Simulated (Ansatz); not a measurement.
# Si2P (doublet): wave-function methods side by side at a displaced geometry (v1), cc-pVDZ

One table from this session's results is given with a row withheld; the runs are named, their logs left out.

Method: cc-pVDZ, core rule «outside noble gas», up to 15 orbitals frozen; program: Ansatz 0.2.0, Gaussian basis.

To be run: UHF; CCSD(T) on ROHF; CCSD(T) on UHF; BCCD(T) on ROHF; CISD as a restricted active space (open shells left free, so some higher excitations enter); CCSDT(Q) on ROHF; CCSDT(Q) on UHF.

31 further runs of the same task are left out: 8 for a known fault of the program, 9 that didn't finish, 14 set aside as unsound or not needed. Runs told in other sessions of the task aren't counted.

## The system

The geometry is a PBE0/def2-TZVP stationary point (not a proven minimum) with its atoms shifted at random (size 0.040 Å).

3 atoms, charge 0, spin multiplicity 2.

Atoms are counted from 1 here; the program's logs count them from 0.

Bond lengths: Si1–P2 2.099 Å, P2–Si3 2.105 Å. Angles: Si1–P2–Si3 120.1°.

The first run:

Input file in.yaml:

```yaml
crystal:
  periodic: [false, false, false]
  atoms:
    - {symbol: Si, position_ang: [-0.014893, -0.394753, 1.815293]}
    - {symbol: P, position_ang: [-0.015727, 0.676743, 0.010139]}
    - {symbol: Si, position_ang: [0.032237, -0.351586, -1.826475]}
basis:
  gaussian: {orbitals: cc-pVDZ}
magnetization: {spin_polarized: true, initial_magnetization: 1}
hamiltonian: {xc: hf}
output: {orbitals: {seedname: orbitals}}
```

Command:

```bash
> ansatz run in.yaml --threads 1 --pin off --events-out ev --progress --plain --max-ram 2393MiB
```

Among the steps run: UHF; CCSD(T) on ROHF; CCSD(T) on UHF; BCCD(T) on ROHF; CISD as a restricted active space (open shells left free, so some higher excitations enter); CCSDT(Q) on ROHF; CCSDT(Q) on UHF.

One of the session's tables, all rows but one given; the rest of the session is left out.

It belongs to the step «Misses and costs». 

| method | from RCCSDT(Q) (kJ/mol) |
| --- | --- |
| ROHF | +857.7 |
| UHF | +809.3 |
| RMP2 | +152.7 |
| UMP2 | +177.4 |
| CISD | +170.9 |
| RCCSD | +59.8 |
| UCCSD | ? |
| RCCSD(T) | +10.0 |
| UCCSD(T) | +11.7 |
| BCCD(T) | +10.0 |
| RCCSDT | +5.6 |
| UCCSDT | +4.7 |
| RCCSDT(Q) | 0 |
| UCCSDT(Q) | -1.0 |

Estimate the missing values for UCCSD.

The run gave: from RCCSDT(Q) (kJ/mol): +56.4. In the column «from RCCSDT(Q) (kJ/mol)» it lies between UCCSD(T) (+11.7) and RCCSD (+59.8).

Limits of these values: Warnings: spin contamination; large T1 diagnostic. Restricted and unrestricted rows rest on different reference determinants; a gap between their highest levels can come from leftover correlation error, from unlike frozen cores or from another state.
